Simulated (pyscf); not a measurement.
Thermochemistry of product channels of chloride (Cl⁻) + vinyl chloride (H₂C=CH–Cl) on the singlet surface, in kcal/mol, from CCSD(T)/def2-TZVPPD + ΔMP2(QZVPPD) energies (ideal gas, 1 atm, RRHO with modes under 100 cm⁻¹ raised to 100, one conformer, R ln 2 for rigid chiral ones). Single points on ωB97X-D3(BJ)/def2-SVPD structures (PySCF, gas phase). Correlated levels are frozen-core, on RHF or UHF. ΔMP2 is the change of the MP2 total energy from the triple- to the quadruple-zeta basis.

```tsv
products	ΔE	ΔH(298 K)	ΔG(298 K)	ΔG(600 K)
Cl–CH⁻–CH₂–Cl	+38.0	+37.6	+45.2	?
chlorine (Cl–Cl) + HC⁻=CH₂	?	+104.4	+101.9	+99.5
```

**Question.** Complete the blanks.

**Answer.** 
- Cl–CH⁻–CH₂–Cl, ΔG(600 K): +52.8
- chlorine (Cl–Cl) + HC⁻=CH₂, ΔE: +107.6

These are energies of the channels, which say nothing of barriers. The CCSD(T) − MP2 part came from Ansatz, without density fitting, on the same reference.
